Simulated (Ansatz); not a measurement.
A (111) slab of Rh (Fm-3m (No. 225)), 6 planes, outer planes Rh (top) and Rh (bottom), with 6 atoms (Rh6) in a surface cell of A = 6.352 Å², as cut from the bulk:

```yaml
crystal:
  lattice:
    - [2.70818, 0.00000, 0.00000]
    - [-1.35409, 2.34535, 0.00000]
    - [0.00000, 0.00000, 26.05608]
  atoms:
    - { symbol: Rh, position: [0.66667, 0.33333, 0.28784] }
    - { symbol: Rh, position: [0.33333, 0.66667, 0.37270] }
    - { symbol: Rh, position: [0.00000, 0.00000, 0.45757] }
    - { symbol: Rh, position: [0.66667, 0.33333, 0.54243] }
    - { symbol: Rh, position: [0.33333, 0.66667, 0.62730] }
    - { symbol: Rh, position: [0.00000, 0.00000, 0.71216] }
```

These are results of DFT PBE, scalar-relativistic, plane waves, PAW (Ansatz), not measurements. Cutoff 420 eV; k points 15×15×1 on the computed 6-atom cell (Γ-centred); Gaussian smearing, width 0.10 eV; no spin polarisation. The cell repeats along c with a dipole correction in the vacuum.

Against the same 6 atoms in the bulk, the slab as cut lies 1.638 eV higher and the relaxed slab 1.621 eV higher.

Q: Work out the surface energy before and after relaxation.

A: The slab has two faces, so γ = (E_slab − N·E_bulk)/(2A), the mean of both. As cut: 1.638/(2 × 6.352) = 0.1289 eV/Å², and 1 eV/Å² = 16.02 J/m², so γ = 2.07 J/m². Relaxed: 1.621/(2 × 6.352) = 0.1276 eV/Å² = 2.04 J/m². Relaxation recovers 1.0 % of the cost of cutting.

Q: A cut through this plane breaks about 3 nearest-neighbour bonds a surface cell. What does each broken bond cost, before relaxation?

A: One cut makes two faces and costs 2γA = 1.638 eV, shared by 3 bonds: 0.55 eV a bond. In a metal this is less than the cohesive energy a bond, since the bonds that remain at the surface strengthen.

Q: What is the ideal work of this cut, per area?

A: Griffith's ideal work is 2γ: 4.13 J/m² if the new faces stay rigid, 4.09 J/m² if they relax. One thickness was run, 6 planes, so γ can still shift with it.